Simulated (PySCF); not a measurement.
Compound: C₅H₁₀S.
Structure used (PBE0-D3(BJ)/def2-SVP), in Å, numbered top down from 1:
```
atom  x, y, z in Å
C1     2.122   -0.020   -0.077
C2     0.797   -0.695    0.242
C3    -0.375   -0.100   -0.517
C4    -1.768   -0.675   -0.218
S5    -2.537    0.986   -0.371
C6    -0.747    1.361   -0.206
H7     2.361   -0.098   -1.150
H8     2.953   -0.474    0.484
H9     2.098    1.052    0.178
H10    0.591   -0.628    1.325
H11    0.859   -1.773    0.010
H12   -0.190   -0.183   -1.602
H13   -2.153   -1.428   -0.922
H14   -1.860   -1.062    0.810
H15   -0.497    1.656    0.827
H16   -0.375    2.128   -0.899
```

Theory: TDDFT CAM-B3LYP/def2-SVPD, vertical, gas phase, core orbitals frozen in the response (PySCF 2.14.0, density-fitted response routines).

Orbital energies (eV): HOMO-3 -10.85, HOMO-2 -10.64, HOMO-1 -9.52, HOMO -7.62, LUMO 0.94, LUMO+1 1.31, LUMO+2 1.62.

Computed singlets:

| state | E (eV) | f |
| --- | --- | --- |
| S1 | 4.65 | 0.0001 |
| S2 | 5.94 | 0.026 |
| S3 | 6.28 | 0.0080 |
| S4 | 6.57 | 0.046 |
| S5 | 7.12 | 0.035 |
| S6 | 7.27 | 0.0006 |

Which orbital pair leads each of S1, S2, S3 and S5, and how does its energy difference Δε compare with the excitation energy?

```
state  leading configuration  weight  Δε (eV)  E (eV)  E − Δε (eV)       f  other configurations
   S1              HOMO→LUMO    0.81     8.56    4.65        -3.91  0.0001            H→L+7 (9%)
   S2            HOMO→LUMO+2    0.86     9.24    5.94        -3.29   0.026                     –
   S3            HOMO→LUMO+1    0.68     8.94    6.28        -2.66  0.0080           H→L+4 (16%)
   S5            HOMO-1→LUMO    0.83    10.46    7.12        -3.34   0.035                     –
```

E − Δε runs from -3.91 to -2.66 eV. By orbital difference alone the order would be S1, S3, S2, S5.

H and L stand for HOMO and LUMO. The other states: S4 6.57 eV, f 0.046, H→L+3 (90%); S6 7.27 eV, f 0.0006, H→L+7 (65%), H→L (13%), H→L+5 (13%).

Summed over the main configurations (up to three a state, each over 8%) of all 6 singlets, the electron leaves HOMO with weight 4.41 and HOMO-1 with weight 0.83.

Hardware: one thread of an x86-64 server, shared host. Cost: 57 s wall.

One conformer stands for the species.
